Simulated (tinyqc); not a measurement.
UHF in the sto-6g basis, for BH2+, spin multiplicity 1, step by step. One step of it, computed by the program tinyqc.

Task: Iteration 2: building the Fock matrix. J_ij = sum D_kl (ij|kl) with D = D(alpha) + D(beta), K_ij = sum D_kl (ik|jl) for each spin; F = H + J - K(s); E = tr D H + tr D J / 2 - 0.5 sum_s tr D(s) K(s) + E_nn.

D(alpha) after iteration 1, lower triangle:
```
            1B 1s      1B 2s     1B 2px     1B 2py    1B 2pz      2H 1s     3H 1s
1B 1s    1.038172
1B 2s   -0.115320   0.393323
1B 2px   0.006626  -0.024061   0.151188
1B 2py  -0.003366   0.002912   0.217207   0.315664
1B 2pz  -0.049162   0.139085  -0.007456   0.002574  0.049260
2H 1s   -0.072420   0.182788   0.115690   0.185603  0.065682   0.192799
3H 1s   -0.068129   0.179253  -0.141974  -0.188864  0.062599  -0.027421  0.196584
```

D(beta) after iteration 1, lower triangle:
```
            1B 1s     1B 2s     1B 2px     1B 2py    1B 2pz      2H 1s     3H 1s
1B 1s    1.038172
1B 2s   -0.115320  0.393323
1B 2px  -0.006626  0.024061   0.151188
1B 2py  -0.003366  0.002912  -0.217207   0.315664
1B 2pz  -0.049162  0.139085   0.007456   0.002574  0.049260
2H 1s   -0.072420  0.182788  -0.115690   0.185603  0.065682   0.192799
3H 1s   -0.068129  0.179253   0.141974  -0.188864  0.062599  -0.027421  0.196584
```

core Hamiltonian H = T + V (hartree), lower triangle:
```
             1B 1s      1B 2s     1B 2px     1B 2py     1B 2pz      2H 1s      3H 1s
1B 1s   -13.363082
1B 2s    -3.321394  -4.256053
1B 2px    0.000000   0.000000  -3.420258
1B 2py   -0.002905  -0.015261   0.000000  -3.626497
1B 2pz   -0.018300  -0.147750   0.000000  -0.006288  -3.469352
2H 1s    -1.048678  -2.082265   0.000000  -1.617884  -0.819615  -3.064116
3H 1s    -0.857270  -1.849317   0.000000   1.491737  -0.757448  -0.449494  -2.902993
```

Two-electron integrals (ij|kl) in chemists' order, unique and non-zero (hartree):
```
(11|11) 2.924993    (21|11) 0.480756    (21|21) 0.099484    (22|11) 0.743449
(22|21) 0.188967    (22|22) 0.544922    (31|31) 0.021096    (32|31) 0.030854
(32|32) 0.120443    (33|11) 0.743450    (33|21) 0.188967    (33|22) 0.544922
(33|33) 0.587109    (41|41) 0.021096    (42|41) 0.030854    (42|42) 0.120443
(43|43) 0.031641    (44|11) 0.743450    (44|21) 0.188967    (44|22) 0.544922
(44|33) 0.523827    (44|44) 0.587109    (51|51) 0.021096    (52|51) 0.030854
(52|52) 0.120443    (53|53) 0.031641    (54|54) 0.031641    (55|11) 0.743450
(55|21) 0.188967    (55|22) 0.544922    (55|33) 0.523827    (55|44) 0.523827
(55|55) 0.587109    (61|11) 0.156995    (61|21) 0.031397    (61|22) 0.058894
(61|33) 0.058573    (61|41) 0.002206    (61|42) 0.004143    (61|44) 0.059351
(61|51) 0.001075    (61|52) 0.002019    (61|54) 0.000379    (61|55) 0.058757
(61|61) 0.010280    (62|11) 0.321157    (62|21) 0.082679    (62|22) 0.256127
(62|33) 0.249440    (62|41) 0.008653    (62|42) 0.047663    (62|44) 0.265649
(62|51) 0.004218    (62|52) 0.023234    (62|54) 0.007901    (62|55) 0.253292
(62|61) 0.027508    (62|62) 0.156614    (63|31) 0.009406    (63|32) 0.040814
(63|43) 0.009311    (63|53) 0.004539    (63|63) 0.018988    (64|11) 0.253979
(64|21) 0.066412    (64|22) 0.216851    (64|33) 0.205356    (64|41) 0.015464
(64|42) 0.078019    (64|44) 0.236794    (64|51) 0.002953    (64|52) 0.018136
(64|54) 0.010786    (64|55) 0.208401    (64|61) 0.023419    (64|62) 0.155900
(64|64) 0.170924    (65|11) 0.123805    (65|21) 0.032373    (65|22) 0.105706
(65|33) 0.100103    (65|41) 0.002953    (65|42) 0.018136    (65|44) 0.106350
(65|51) 0.010845    (65|52) 0.049654    (65|54) 0.012356    (65|55) 0.110665
(65|61) 0.011416    (65|62) 0.075996    (65|64) 0.074063    (65|65) 0.055091
(66|11) 0.466586    (66|21) 0.122689    (66|22) 0.423907    (66|33) 0.398686
(66|41) 0.017177    (66|42) 0.119338    (66|44) 0.459822    (66|51) 0.008373
(66|52) 0.058173    (66|54) 0.029801    (66|55) 0.413213    (66|61) 0.042091
(66|62) 0.317225    (66|64) 0.345613    (66|65) 0.168473    (66|66) 0.774999
(71|11) 0.127959    (71|21) 0.025620    (71|22) 0.048154    (71|33) 0.047891
(71|41) -0.001805   (71|42) -0.003417   (71|44) 0.048528    (71|51) 0.000882
(71|52) 0.001669    (71|54) -0.000311   (71|55) 0.048043    (71|61) 0.007973
(71|62) 0.020316    (71|64) 0.015384    (71|65) 0.008432    (71|66) 0.029753
(71|71) 0.006846    (72|11) 0.282033    (72|21) 0.072755    (72|22) 0.227987
(72|33) 0.221765    (72|41) -0.007644   (72|42) -0.043500   (72|44) 0.236835
(72|51) 0.003733    (72|52) 0.021245    (72|54) -0.007360   (72|55) 0.225359
(72|61) 0.021863    (72|62) 0.095436    (72|64) 0.069077    (72|65) 0.045357
(72|66) 0.150472    (72|71) 0.019828    (72|72) 0.127848    (73|31) 0.007960
(73|32) 0.035318    (73|43) -0.008324   (73|53) 0.004065    (73|63) 0.010304
(73|73) 0.014770    (74|11) -0.230995   (74|21) -0.060480   (74|22) -0.199689
(74|33) -0.189129   (74|41) 0.013439    (74|42) 0.070187    (74|44) -0.217913
(74|51) -0.002676   (74|52) -0.017030   (74|54) 0.009993    (74|55) -0.192024
(74|61) -0.017224   (74|62) -0.072547   (74|64) -0.043891   (74|65) -0.033740
(74|66) -0.106994   (74|71) -0.017399   (74|72) -0.131338   (74|74) 0.146866
(75|11) 0.112817    (75|21) 0.029538    (75|22) 0.097527    (75|33) 0.092369
(75|41) -0.002676   (75|42) -0.017030   (75|44) 0.098297    (75|51) 0.009267
(75|52) 0.043635    (75|54) -0.011219   (75|55) 0.101914    (75|61) 0.009370
(75|62) 0.046513    (75|64) 0.033064    (75|65) 0.031894    (75|66) 0.077049
(75|71) 0.008498    (75|72) 0.064144    (75|74) -0.064515   (75|75) 0.046279
(76|11) 0.064224    (76|21) 0.016476    (76|22) 0.051293    (76|33) 0.050008
(76|41) -0.000050   (76|42) -0.000394   (76|44) 0.051882    (76|51) 0.001453
(76|52) 0.008001    (76|54) -0.000098   (76|55) 0.051991    (76|61) 0.005245
(76|62) 0.026613    (76|64) 0.022899    (76|65) 0.014136    (76|66) 0.048485
(76|71) 0.004304    (76|72) 0.024362    (76|74) -0.021990   (76|75) 0.013279
(76|76) 0.005659    (77|11) 0.434712    (77|21) 0.114546    (77|22) 0.403036
(77|33) 0.378998    (77|41) -0.015337   (77|42) -0.112794   (77|44) 0.437224
(77|51) 0.007490    (77|52) 0.055088    (77|54) -0.028437   (77|55) 0.392887
(77|61) 0.034046    (77|62) 0.161459    (77|64) 0.109405    (77|65) 0.080524
(77|66) 0.254419    (77|71) 0.032091    (77|72) 0.282830    (77|74) -0.316902
(77|75) 0.154773    (77|76) 0.048485    (77|77) 0.774999
```

nuclear repulsion = 4.84812585 hartree

Give: Coulomb J; exchange K(alpha); exchange K(beta); F(alpha); F(beta); total energy of this density.

Result:

Coulomb J (hartree), lower triangle:
```
        1B 1s  1B 2s  1B 2px  1B 2py  1B 2pz  2H 1s  3H 1s
1B 1s   8.328
1B 2s   1.594  3.449
1B 2px  0.000  0.000   3.398
1B 2py  0.003  0.011   0.000   3.536
1B 2pz  0.034  0.186   0.000   0.002   3.411
2H 1s   0.515  1.665   0.000   1.424   0.740  2.843
3H 1s   0.420  1.476   0.000  -1.300   0.677  0.335  2.704
```

exchange K(alpha) (hartree), lower triangle:
```
        1B 1s   1B 2s  1B 2px  1B 2py  1B 2pz  2H 1s  3H 1s
1B 1s   2.961
1B 2s   0.506   0.580
1B 2px  0.000  -0.017   0.201
1B 2py  0.000   0.015   0.174   0.541
1B 2pz  0.001   0.193  -0.006   0.007   0.191
2H 1s   0.169   0.397   0.079   0.321   0.172  0.557
3H 1s   0.138   0.356  -0.098  -0.293   0.156  0.094  0.508
```

exchange K(beta) (hartree), lower triangle:
```
        1B 1s  1B 2s  1B 2px  1B 2py  1B 2pz  2H 1s  3H 1s
1B 1s   2.961
1B 2s   0.506  0.580
1B 2px  0.000  0.017   0.201
1B 2py  0.000  0.015  -0.174   0.541
1B 2pz  0.001  0.193   0.006   0.007   0.191
2H 1s   0.169  0.397  -0.079   0.321   0.172  0.557
3H 1s   0.138  0.356   0.098  -0.293   0.156  0.094  0.508
```

F(alpha) (hartree), lower triangle:
```
         1B 1s   1B 2s  1B 2px  1B 2py  1B 2pz   2H 1s   3H 1s
1B 1s   -7.996
1B 2s   -2.234  -1.387
1B 2px   0.000   0.017  -0.223
1B 2py   0.000  -0.019  -0.174  -0.631
1B 2pz   0.015  -0.155   0.006  -0.011  -0.249
2H 1s   -0.703  -0.814  -0.079  -0.515  -0.252  -0.777
3H 1s   -0.576  -0.730   0.098   0.485  -0.236  -0.208  -0.707
```

F(beta) (hartree), lower triangle:
```
         1B 1s   1B 2s  1B 2px  1B 2py  1B 2pz   2H 1s   3H 1s
1B 1s   -7.996
1B 2s   -2.234  -1.387
1B 2px   0.000  -0.017  -0.223
1B 2py   0.000  -0.019   0.174  -0.631
1B 2pz   0.015  -0.155  -0.006  -0.011  -0.249
2H 1s   -0.703  -0.814   0.079  -0.515  -0.252  -0.777
3H 1s   -0.576  -0.730  -0.098   0.485  -0.236  -0.208  -0.707
```

total energy of this density = -25.30154 hartree
